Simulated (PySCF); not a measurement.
Geometry:
```csv
atom,x (Å),y (Å),z (Å)
C1,-0.639,-0.071,-0.121
C2,0.836,-0.039,0.104
O3,1.640,-0.866,-0.154
F4,1.207,1.126,0.663
H5,-1.168,0.208,0.800
H6,-0.944,-1.068,-0.458
H7,-0.900,0.676,-0.886
```

Geometry: PBE0-D3(BJ)/def2-SVP; GIAO absolute shieldings from PySCF 2.14, gas phase, non-relativistic, averaged over equivalent atoms.

At HF/pcSseg-2 (186 basis functions, 4 s wall time on 1 thread of an Arm Neoverse V1, shared host):
| atoms | σ (ppm) |
| --- | --- |
| C2 | 21.7 |
| C1 | 172.0 |
| O3 | -116.0 |
| F4 | 189.4 |
| H5/H6/H7 | 29.59 |

Question: What do these become at BLYP/pcSseg-2?

Answer: 
```
   atoms  σ at BLYP/pcSseg-2  change
      C2                 4.3   -17.4
      C1               156.0   -16.0
      O3              -123.4    -7.4
      F4               103.9   -85.5
H5/H6/H7               29.29   -0.30
```

The largest change is at F4 (fluorine bonded to C). Cost: 186 basis functions, 13 s wall time on 1 thread of an Arm Neoverse V1, shared host.
